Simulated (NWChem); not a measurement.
System: LiH; SMILES [LiH]

Parts of the log:

```
             Northwest Computational Chemistry Package (NWChem) 7.3.0
             --------------------------------------------------------

                             Geometry "geometry" -> ""
                             -------------------------

 Output coordinates in angstroms (scale by  1.889725989 to convert to a.u.)

  No.       Tag          Charge          X              Y              Z
 ---- ---------------- ---------- -------------- -------------- --------------
    1 Li                   3.0000     0.00000000     0.00000000     0.45860300
    2 H                    1.0000     0.00000000     0.00000000    -1.14572700

 Effective nuclear repulsion energy (a.u.)       0.9895294279

                                 NWChem DFT Module
                                 -----------------

 Summary of "ao basis" -> "ao basis" (spherical)
 ------------------------------------------------------------------------------
       Tag                 Description            Shells   Functions and Types
 ---------------- ------------------------------  ------  ---------------------
 Li                         6-31+g*                  8       18   4s3p1d
 H                          6-31+g*                  2        2   2s

            General Information
            -------------------
          SCF calculation type: DFT
          Wavefunction type:  closed shell.
          No. of atoms     :     2
          No. of electrons :     4
           Alpha electrons :     2
            Beta electrons :     2
          Charge           :     0
          Spin multiplicity:     1
          Use of symmetry is: off; symmetry adaption is: off
          Maximum number of iterations: 150
          AO basis - number of functions:    20
                     number of shells:    10
          Convergence on energy requested:  1.00D-06
          Convergence on density requested:  1.00D-05
          Convergence on gradient requested:  5.00D-04

              XC Information
              --------------
                         B3LYP Method XC Potential
                     Hartree-Fock (Exact) Exchange  0.200
                        Slater Exchange Functional  0.800 local
                    Becke 1988 Exchange Functional  0.720 non-local
              Lee-Yang-Parr Correlation Functional  0.810
                  VWN I RPA Correlation Functional  0.190 local

[...]

                                NWChem TDDFT Module
                                -------------------

            General Information
            -------------------
           No. of orbitals :      40
            Alpha orbitals :      20
             Beta orbitals :      20
        Alpha frozen cores :       0
         Beta frozen cores :       0
     Alpha frozen virtuals :       0
      Beta frozen virtuals :       0
         Spin multiplicity :       1
    Number of AO functions :      20
        Use of symmetry is : off
      Symmetry adaption is : off
         Schwarz screening :  0.10D-07

              XC Information
              --------------
                  B3LYP Method XC Potential
              Hartree-Fock (Exact) Exchange   0.20
                 Slater Exchange Functional   0.80 local
             Becke 1988 Exchange Functional   0.72 non-local
       Lee-Yang-Parr Correlation Functional   0.81
           VWN I RPA Correlation Functional   0.19 local

             TDDFT Information
             -----------------
          Calculation type : Tamm-Dancoff TDDFT
         Wavefunction type : Restricted singlets
          No. of electrons :       4
           Alpha electrons :       2
            Beta electrons :       2
              No. of roots :       6
          Max subspacesize :    5200
            Max iterations :     100
               Target root :       1
           Target symmetry : none
      Symmetry restriction : off
                 Algorithm : Optimal
        Davidson threshold :  0.10D-03

    6 smallest eigenvalue differences (eV)
--------------------------------------------------------
  No. Spin  Occ  Vir  Irrep   E(Occ)    E(Vir)   E(Diff)
--------------------------------------------------------
    1    1    2    3 a        -0.196    -0.048     4.033
    2    1    2    4 a        -0.196    -0.008     5.112
    3    1    2    5 a        -0.196    -0.008     5.112
    4    1    2    6 a        -0.196     0.006     5.510
    5    1    2    7 a        -0.196     0.014     5.709
    6    1    2    8 a        -0.196     0.025     6.010
--------------------------------------------------------

  Entering Davidson iterations
  Restricted singlet excited states

  Iter   NTrls   NConv    DeltaV     DeltaE      Time
  ----  ------  ------  ---------  ---------  ---------
    1      6       0     0.49E-01   0.10+100        0.2
    2     12       0     0.11E-01   0.60E-02        0.2
    3     18       5     0.84E-03   0.91E-04        0.2
    4     19       6     0.52E-04   0.16E-05        0.1
  ----  ------  ------  ---------  ---------  ---------
  Convergence criterion met

  Ground state a          -8.082046769652 a.u.

  ----------------------------------------------------------------------------
  Root   1 singlet a              0.127427764 a.u.                3.4675 eV
  ----------------------------------------------------------------------------
     Transition Moments    X  0.00000   Y  0.00000   Z -1.02960
     Dipole Oscillator Strength                    0.0900560562
     Electric Quadrupole                           0.0000000112
     Magnetic Dipole                               0.0000000000
     Total Oscillator Strength                     0.0900560674

[...]
```

Level: B3LYP/6-31+G* (spherical d), TDA. Coordinates come from a PBE-D3(BJ)/def2-SVP optimisation. B3LYP is NWChem's, with the RPA form of VWN correlation.

Q: Reconstruct the input file.

A: One answer among several that fit: the input that was run:
```
start job
memory heap 200 mb stack 900 mb global 1100 mb
geometry units angstroms noautosym nocenter noautoz
  Li     0.000000     0.000000     0.458603
  H      0.000000     0.000000    -1.145727
end
basis spherical
  * library 6-31+g*
end
dft
  xc b3lyp
  iterations 150
end
tddft
  cis
  nroots 6
  notriplet
end
task tddft energy
```
